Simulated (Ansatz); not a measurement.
**C4H10O (2-methyl-1-propanol) at HF/3-21G**

Aim: the energy change on altering one bond length of C4H10O (2-methyl-1-propanol) at HF/3-21G, from 2 runs. 

The results are computed with Ansatz 0.2.0.

42 further runs of the same task are left out: 42 set aside as unsound or not needed.

### 1 The structure to begin with

C4H10O has 15 atoms, charge 0, and is taken as a singlet. SMILES: `CC(C)CO`. The coordinates come from a PBE0-D4/def2-TZVP relaxation. This is one conformer, not always the lowest.

Bond lengths: C1–C2 1.521 Å, C2–C3 1.521 Å, C2–C4 1.522 Å, C4–O5 1.411 Å, C1–H6 1.093 Å, C1–H7 1.093 Å, C1–H8 1.096 Å, C2–H9 1.097 Å, C3–H10 1.093 Å, C3–H11 1.095 Å, C3–H12 1.092 Å, C4–H13 1.093 Å, C4–H14 1.102 Å, O5–H15 0.960 Å. Some angles: C1–C2–C3 111.1°, C1–C2–C4 111.5°, C3–C2–C4 109.7°, C2–C4–O5 114.1°, C1–C2–H9 108.4°, C3–C2–H9 108.8°, C4–C2–H9 107.1°, C2–C1–H6 112.0°, C2–C1–H7 111.1°, C2–C1–H8 110.8°.

### 2 A single-point energy at HF/3-21G

input.yaml

```yaml
crystal:
  periodic: [false, false, false]
  atoms:
    - {symbol: C, position_ang: [-0.894400, -0.093100, 1.101200]}
    - {symbol: C, position_ang: [0.344700, 0.123400, 0.245900]}
    - {symbol: C, position_ang: [1.128800, -1.169000, 0.078800]}
    - {symbol: C, position_ang: [-0.012300, 0.687300, -1.122400]}
    - {symbol: O, position_ang: [-0.647600, 1.946300, -1.078300]}
    - {symbol: H, position_ang: [-1.432100, 0.840900, 1.285900]}
    - {symbol: H, position_ang: [-0.631200, -0.507000, 2.077500]}
    - {symbol: H, position_ang: [-1.582400, -0.796400, 0.619200]}
    - {symbol: H, position_ang: [0.983900, 0.863600, 0.742600]}
    - {symbol: H, position_ang: [2.031500, -1.015500, -0.518300]}
    - {symbol: H, position_ang: [0.523400, -1.931600, -0.421700]}
    - {symbol: H, position_ang: [1.433000, -1.573600, 1.046800]}
    - {symbol: H, position_ang: [0.899800, 0.836400, -1.706300]}
    - {symbol: H, position_ang: [-0.629200, -0.045900, -1.666100]}
    - {symbol: H, position_ang: [-1.515900, 1.834100, -0.684800]}
basis:
  gaussian: {orbitals: 3-21G.json}
hamiltonian: {xc: hf}
accuracy: high
output: {orbitals: {seedname: orbitals}}
```

The basis set 3-21G is read from a file made from the Basis Set Exchange's data (not shown).

On the command line:

```sh
ansatz run input.yaml --threads 1 --pin off --max-ram 3480MiB --events-out events.jsonl --progress --plain --runs-dir runs
```

Log:

```text
Warning: RAYON_NUM_THREADS=1 ignored (pool sized by the plan → 1); use --threads N
Functional definition: HF
  name "HF"
  exchange = exact_x
  correlation = 0
1607 factors; integrals over basis functions are off by at most 5.9e-9 eV
mean field evaluation 1: about -6279.2346 eV, gradient 3.2e1 eV
mean field evaluation 2: about -6279.7756 eV, gradient 3.2e1 eV
mean field evaluation 4: about -6282.0686 eV, gradient 3.0e0 eV
mean field evaluation 8: about -6282.0913 eV, gradient 1.3e-1 eV
mean field evaluation 16: about -6282.0914 eV, gradient 2.3e-8 eV
mean field -6282.09135772 eV, -230.8625992418 hartree, gradient 2.3e-8 eV, S^2 0.000000; 0 other end points of the search recorded, 0 dependent functions left out
reference -6282.09135772 eV, -230.8625992418 hartree; 21, 21 occupied and 44, 44 virtual orbitals, 1607 factors
Total energy: -6282.09135772 eV, -230.8625992418 hartree
```

Wall time 1.2 s (1 thread of Arm Neoverse V2, shared host); peak memory 0.15 GiB.

### 3 The distorted shape

job.yaml

```yaml
crystal:
  periodic: [false, false, false]
  atoms:
    - {symbol: C, position_ang: [-1.661455, -0.981358, 0.505148]}
    - {symbol: C, position_ang: [-0.422355, -0.764858, -0.350152]}
    - {symbol: C, position_ang: [0.361745, -2.057258, -0.517252]}
    - {symbol: C, position_ang: [-0.779355, -0.200958, -1.718452]}
    - {symbol: O, position_ang: [-1.414655, 1.058042, -1.674352]}
    - {symbol: H, position_ang: [-2.199155, -0.047358, 0.689848]}
    - {symbol: H, position_ang: [-1.398255, -1.395258, 1.481448]}
    - {symbol: H, position_ang: [-2.349455, -1.684658, 0.023148]}
    - {symbol: H, position_ang: [0.983900, 0.863600, 0.742600]}
    - {symbol: H, position_ang: [1.264445, -1.903758, -1.114352]}
    - {symbol: H, position_ang: [-0.243655, -2.819858, -1.017752]}
    - {symbol: H, position_ang: [0.665945, -2.461858, 0.450748]}
    - {symbol: H, position_ang: [0.132745, -0.051858, -2.302352]}
    - {symbol: H, position_ang: [-1.396255, -0.934158, -2.262152]}
    - {symbol: H, position_ang: [-2.282955, 0.945842, -1.280852]}
basis:
  gaussian:
    orbitals: 3-21G.json
hamiltonian:
  xc: hf
accuracy: high
output: {orbitals: {seedname: orbitals}}
```

The basis set 3-21G is read from a file made from the Basis Set Exchange's data (not shown).

On the command line:

```sh
ansatz run job.yaml --threads 1 --pin off --max-ram 3480MiB --events-out events.jsonl --progress --plain --runs-dir runs
```

Log:

```text
Warning: RAYON_NUM_THREADS=1 ignored (pool sized by the plan → 1); use --threads N
Functional definition: HF
  name "HF"
  exchange = exact_x
  correlation = 0
1607 factors; integrals over basis functions are off by at most 6.5e-9 eV
mean field evaluation 1: about -6273.3641 eV, gradient 3.2e1 eV
mean field evaluation 2: about -6273.8910 eV, gradient 3.2e1 eV
mean field evaluation 4: about -6276.4233 eV, gradient 3.7e0 eV
mean field evaluation 8: about -6276.4655 eV, gradient 4.1e-1 eV
mean field evaluation 16: about -6276.4662 eV, gradient 7.5e-9 eV
mean field -6276.46615303 eV, -230.6558767822 hartree, gradient 2.8e-8 eV, S^2 0.000000; 0 other end points of the search recorded, 0 dependent functions left out
reference -6276.46615303 eV, -230.6558767822 hartree; 21, 21 occupied and 44, 44 virtual orbitals, 1607 factors
Total energy: -6276.46615303 eV, -230.6558767822 hartree
```

It took 1.1 s on 1 thread of Arm Neoverse V2, shared host; peak memory 0.16 GiB.

### 4 What came out

Level: HF/3-21G.

| quantity | value |
| --- | --- |
| first shape: total energy | -230.86260 Eh |
| first shape: HOMO energy | -11.30 eV |
| first shape: LUMO energy | 6.67 eV |
| first shape: HOMO–LUMO gap | 17.97 eV |
| distorted shape: total energy | -230.65588 Eh |
| distorted shape: HOMO energy | -7.93 eV |
| distorted shape: LUMO energy | 1.28 eV |
| distorted shape: HOMO–LUMO gap | 9.21 eV |
| energy change with the C2–H9 bond stretched from 1.097 to 2.413 Å | 5.625 eV |

In words: One bond (distorted shape) is far stretched, which a spin-restricted single reference describes badly; a broken-symmetry solution may lie lower. With the C2–H9 bond stretched from 1.097 to 2.413 Å the energy rises by 5.63 eV (130 kcal/mol). The first shape isn't relaxed at this level, so the change isn't measured from a minimum. A restricted reference can't describe the breaking bond well at this length.
